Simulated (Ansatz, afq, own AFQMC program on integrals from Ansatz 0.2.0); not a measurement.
# S, singlet: AFQMC among the cluster methods

A free S atom.

Basis 6-31G. Only valence electrons are correlated. Ansatz 0.2.0 and our own AFQMC program on the same integrals; the CISD trial comes from CCSD amplitudes, and released means the phaseless constraint is let go. ± is one standard error of the sampling.

Determinant: RHF, the one that the program's search chose, which needn't be the lowest solution.

Full CI is exact in this basis; its frozen core comes from its own orbitals, which moves totals by up to a few meV.

Cautions: another spin lies lower (by 1.43 eV); restricted determinant unstable towards unrestricted (UHF 1.44 eV lower, ⟨S²⟩ 1.00); strong correlation (T1 0.003, weight of the determinant 0.77, largest double 0.37); CCSD(T) lies above an unrestricted determinant, so it isn't the lowest state; CCSDT(Q) lies above an unrestricted determinant, so it isn't the lowest state; CCSDTQ lies above an unrestricted determinant, so it isn't the lowest state; the determinant fills the p orbitals unequally in pairs, so it mixes two states of the atom (¹D and ¹S), and each level undoes that mixture to a different degree, while full CI gives the lower state; CCSDTQ on the UHF determinant differs (1.43 eV lower), perhaps since the unrestricted series falls towards higher spin; full CI with its own frozen core.

```
T1 diagnostic                               : 0.0025
weight of the determinant in the CISD state : 0.771
size of the correlated space                : 6 electrons in 8 orbitals
```

```tsv
level	correlation energy (eV)
MP2	-0.7662
CCSD	-1.2734
CCSD(T)	-1.3436
```

Problem. Estimate where phaseless AFQMC with a CISD trial lies against CCSD(T) on the same integrals.

Solution. 0.4 ± 0.6 kJ/mol below CCSD(T). The gap is under twice the noise, so this walk alone can't tell the two apart.

Reference: full CI, correlation energy -1.378 eV. The released energy is read at 1.50 1/Eh (meV from the phaseless value at times in 1/Eh: -8 ± 5 at 0.24, -8 ± 5 at 0.50, -10 ± 6 at 1.00, -16 ± 8 at 1.50). CCSDTQ lies 0.1 meV above full CI, in part by the other frozen core, which shifts every row alike, so rows that close can't be ranked against it. The cautions show a poor starting determinant, so the rows tell how each method copes with it here, and full CI is the sure value.

| level | E − E(reference) (kJ/mol) | share of correlation (%) |
| --- | --- | --- |
| CCSD(T) | 3.3 | 97.52 |
| CCSDT | 1.4 | 98.96 |
| CCSDT(Q) | 0.2 | 99.87 |
| CCSDTQ | 0.0 | 100.00 |
| ph-AFQMC/CISD | 2.9 ± 0.6 | 97.82 |
| released AFQMC | 1.4 ± 0.7 | 98.95 |

CCSDT and higher add their correlation energy to the determinant of the CCSD(T) run, since their own runs factorise the integrals more tightly (a shift of under 2 meV). Released energies are given only where the last usable release times agree within the noise; a slower fall can still hide under it.
